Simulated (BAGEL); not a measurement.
# One shape, several levels: C2H3ClF2 (1-chloro-1,1-difluoroethane)

We compute a comparison of 4 runs (B3LYP/6-31G*, B3LYP/cc-pVDZ, PBE0/cc-pVDZ, RI-MP2/cc-pVDZ) of C2H3ClF2 (1-chloro-1,1-difluoroethane). 

Program for the calculation: BAGEL 1.2.2.

1 further run of the same task is left out (it didn't finish).

## 1. The structure to begin with

C2H3ClF2: 8 atoms, total charge 0, spin state singlet. As SMILES, `CC(F)(F)Cl`. The coordinates come from a PBE0-D4/def2-TZVP relaxation.

Bond lengths: C1–C2 1.499 Å, C2–F3 1.343 Å, C2–F4 1.343 Å, C2–Cl5 1.781 Å, C1–H6 1.088 Å, C1–H7 1.091 Å, C1–H8 1.088 Å. Some angles: C1–C2–F3 111.0°, C1–C2–F4 111.0°, C1–C2–Cl5 112.0°, F3–C2–F4 106.8°, F3–C2–Cl5 107.9°, F4–C2–Cl5 107.9°, C2–C1–H6 109.7°, C2–C1–H7 108.3°, C2–C1–H8 109.7°, H6–C1–H7 109.7°.

## 2. A single-point energy at B3LYP/6-31G(d) (density fitting with cc-pvqz-jkfit, spherical functions) (run 1)

Contents of calc.json:

```json
{ "bagel" : [

{
  "title" : "molecule",
  "basis" : "6-31gs.json",
  "df_basis" : "cc-pvqz-jkfit",
  "angstrom" : "true",
  "geometry" : [
    { "atom" : "C", "xyz" : [   -0.591960,   -0.305640,    0.477310 ] },
    { "atom" : "C", "xyz" : [    0.524930,    0.179790,   -0.395910 ] },
    { "atom" : "F", "xyz" : [    1.713900,    0.014330,    0.206290 ] },
    { "atom" : "F", "xyz" : [    0.571970,   -0.511300,   -1.546500 ] },
    { "atom" : "Cl", "xyz" : [    0.352900,    1.905700,   -0.801400 ] },
    { "atom" : "H", "xyz" : [   -0.600880,    0.257090,    1.409000 ] },
    { "atom" : "H", "xyz" : [   -0.428120,   -1.363800,    0.687730 ] },
    { "atom" : "H", "xyz" : [   -1.542750,   -0.176190,   -0.036530 ] }
  ]
},
{ "title" : "ks", "xc_func" : "b3lyp" },
{ "title" : "print", "file" : "orbitals.molden", "orbitals" : "true" }

]}
```

The basis set 6-31G* is read from a file made from the Basis Set Exchange's data (not shown).

Command:

```sh
$ BAGEL_NUM_THREADS=1 BAGEL calc.json > calc.out
```

The program printed:

```text
* using 1 threads per process

  ===============================================================
  ===============================================================

  *** Geometry ***

  { "atom" : "C", "xyz" : [     -1.118642,     -0.577576,      0.901985 ] },
  { "atom" : "C", "xyz" : [      0.991974,      0.339754,     -0.748161 ] },
  { "atom" : "F", "xyz" : [      3.238802,      0.027080,      0.389832 ] },
[... 4 lines of this table left out ...]
  { "atom" : "H", "xyz" : [     -2.915375,     -0.332951,     -0.069032 ] },

  Number of auxiliary basis functions:      725

  Since a DF basis is specified, we compute 2- and 3-index integrals:
    o Being stored without compression. Storage requirement is 0.037 GB

  Number of basis functions:       80
  Number of electrons      :       50

    * METHOD: MOLECULE                             0.61

  *** Kohn-Sham DFT ***

    * Removing 15992 points whose weight is below 1.00e-10
    * Grid points: 103256

  === Nuclear Repulsion ===
   246.3847390504

       - DIIS with orbital gradients will be used.

  === KS iteration (b3lyp / 6-31gs.json) ===
      0       -700.13136209          0.14053428           0.48
      1       -608.44457185          0.21246674           0.45
      2       -654.07617170          0.18342047           0.44
[... 16 lines of this table left out ...]
     19       -737.89187498          0.00000001           0.44
    * SCF iteration converged.

    * Permanent dipole moment:
           (    0.566604,     0.360613,    -0.477267) a.u.

    * METHOD: KS                                   9.46

    * METHOD: PRINT                                0.02

  ===============================================================
```

Wall time 10 s (1 thread of Arm Neoverse V1, shared host); peak memory 0.43 GiB.

## 3. The energy at B3LYP/cc-pVDZ (density fitting with cc-pvqz-jkfit) (run 2)

Contents of input.json:

```json
{ "bagel" : [

{
  "title" : "molecule",
  "basis" : "cc-pvdz.json",
  "df_basis" : "cc-pvqz-jkfit",
  "angstrom" : true,
  "geometry" : [
    { "atom" : "C", "xyz" : [      -0.591960,      -0.305640,       0.477310 ] },
    { "atom" : "C", "xyz" : [       0.524930,       0.179790,      -0.395910 ] },
    { "atom" : "F", "xyz" : [       1.713900,       0.014330,       0.206290 ] },
    { "atom" : "F", "xyz" : [       0.571970,      -0.511300,      -1.546500 ] },
    { "atom" : "Cl", "xyz" : [       0.352900,       1.905700,      -0.801400 ] },
    { "atom" : "H", "xyz" : [      -0.600880,       0.257090,       1.409000 ] },
    { "atom" : "H", "xyz" : [      -0.428120,      -1.363800,       0.687730 ] },
    { "atom" : "H", "xyz" : [      -1.542750,      -0.176190,      -0.036530 ] }
  ]
},

{ "title" : "ks", "xc_func" : "b3lyp" },

{ "title" : "print", "file" : "orbitals.molden", "orbitals" : true }

]}
```

The basis set cc-pVDZ is read from a file made from the Basis Set Exchange's data (not shown).

Command:

```sh
$ BAGEL_NUM_THREADS=1 BAGEL input.json > input.out
```

The program printed:

```text
* using 1 threads per process

  ===============================================================
  ===============================================================

  *** Geometry ***

  { "atom" : "C", "xyz" : [     -1.118642,     -0.577576,      0.901985 ] },
  { "atom" : "C", "xyz" : [      0.991974,      0.339754,     -0.748161 ] },
  { "atom" : "F", "xyz" : [      3.238802,      0.027080,      0.389832 ] },
[... 4 lines of this table left out ...]
  { "atom" : "H", "xyz" : [     -2.915375,     -0.332951,     -0.069032 ] },

  Number of auxiliary basis functions:      725

  Since a DF basis is specified, we compute 2- and 3-index integrals:
    o Being stored without compression. Storage requirement is 0.046 GB

  Number of basis functions:       89
  Number of electrons      :       50

    * METHOD: MOLECULE                             0.60

  *** Kohn-Sham DFT ***

    * Removing 15992 points whose weight is below 1.00e-10
    * Grid points: 103256

  === Nuclear Repulsion ===
   246.3847390504

       - DIIS with orbital gradients will be used.

  === KS iteration (b3lyp / cc-pvdz.json) ===
      0       -700.01707624          0.10701063           0.50
      1       -612.00001237          0.18058975           0.47
      2       -659.64593076          0.14799099           0.48
[... 15 lines of this table left out ...]
     18       -737.93668220          0.00000001           0.50
    * SCF iteration converged.

    * Permanent dipole moment:
           (    0.586229,     0.314708,    -0.476286) a.u.

    * METHOD: KS                                  10.01

    * METHOD: PRINT                                0.02

  ===============================================================
```

It took 11 s on 1 thread of Arm Neoverse V1, shared host; peak memory 0.47 GiB.

Run 3 isn't shown in full; the table further down has it.

## 4. The energy at RI-MP2/cc-pVDZ (density fitting with cc-pvqz-jkfit) (run 4)

Contents of input.json:

```json
{ "bagel": [

{
  "title": "molecule",
  "basis": "cc-pvdz.json",
  "df_basis": "cc-pvqz-jkfit",
  "angstrom": true,
  "geometry": [
    { "atom": "C", "xyz": [      -0.591960,      -0.305640,       0.477310 ] },
    { "atom": "C", "xyz": [       0.524930,       0.179790,      -0.395910 ] },
    { "atom": "F", "xyz": [       1.713900,       0.014330,       0.206290 ] },
    { "atom": "F", "xyz": [       0.571970,      -0.511300,      -1.546500 ] },
    { "atom": "Cl", "xyz": [       0.352900,       1.905700,      -0.801400 ] },
    { "atom": "H", "xyz": [      -0.600880,       0.257090,       1.409000 ] },
    { "atom": "H", "xyz": [      -0.428120,      -1.363800,       0.687730 ] },
    { "atom": "H", "xyz": [      -1.542750,      -0.176190,      -0.036530 ] }
  ]
},

{ "title": "hf" },

{ "title": "mp2", "ncore": 9 }

]}
```

The basis set cc-pVDZ is read from a file made from the Basis Set Exchange's data (not shown).

Command:

```sh
$ BAGEL_NUM_THREADS=1 BAGEL input.json > input.out
```

The program printed:

```text
* using 1 threads per process

  ===============================================================
  ===============================================================

  *** Geometry ***

  { "atom" : "C", "xyz" : [     -1.118642,     -0.577576,      0.901985 ] },
  { "atom" : "C", "xyz" : [      0.991974,      0.339754,     -0.748161 ] },
  { "atom" : "F", "xyz" : [      3.238802,      0.027080,      0.389832 ] },
[... 4 lines of this table left out ...]
  { "atom" : "H", "xyz" : [     -2.915375,     -0.332951,     -0.069032 ] },

[... 23 lines left out ...]
    * SCF iteration converged.
[... 1 line left out ...]
    * Permanent dipole moment:
[... 2 lines left out ...]
    * METHOD: HF                                   2.24

  *** RHF ***

  === Nuclear Repulsion ===
   246.3847390504

      * DIIS with orbital gradients will be used.

  === RHF iteration (cc-pvdz.json) ===
      0       -735.88112428          0.00000000           0.14
    * SCF iteration converged.

    * Permanent dipole moment:
           (    0.720035,     0.291888,    -0.556631) a.u.

  === DF-MP2 calculation ===

    * freezing 9 orbitals
    * 3-index integral transformation done
    * assembly done

      MP2 correlation energy:   -0.7851248135      0.09

      MP2 total energy:       -736.6662490943

    * METHOD: MP2                                  0.40

  ===============================================================
```

It took 3.6 s on 1 thread of Arm Neoverse V1, shared host; peak memory 0.17 GiB.

## 5. The series

```
run                                                                   level  frozen core orbitals  energy (Eh)  dipole moment (D)  HOMO energy (eV)  LUMO energy (eV)  wall time
  1  B3LYP/6-31G* (density fitting with cc-pvqz-jkfit, spherical functions)                     –  -737.891875               2.09             -8.82              0.50       10 s
  2                      B3LYP/cc-pVDZ (density fitting with cc-pvqz-jkfit)                     –  -737.936682               2.08             -8.82              0.65       11 s
  3                       PBE0/cc-pVDZ (density fitting with cc-pvqz-jkfit)                     –  -737.496856               2.15             -9.16              0.91       11 s
  4                     RI-MP2/cc-pVDZ (density fitting with cc-pvqz-jkfit)                     9  -736.666249                  –                 –                 –      3.6 s
```

## 6. Results

| quantity | value |
| --- | --- |
| run 4: total energy | -736.66625 Eh |
| run 4: correlation energy (9 core orbitals frozen) | -785.1 mEh |

Over runs 1, 2, 3 the dipole moment (its size) runs from 2.08 D (B3LYP/cc-pVDZ) to 2.15 D (PBE0/cc-pVDZ). Over runs 1, 2, 3 the HOMO–LUMO gap runs from 9.32 eV (B3LYP/6-31G*) to 10.06 eV (PBE0/cc-pVDZ). The two ends differ in method and basis. Totals of different functionals can't be ranked against each other. All runs together took 36 s, the longest 11 s.
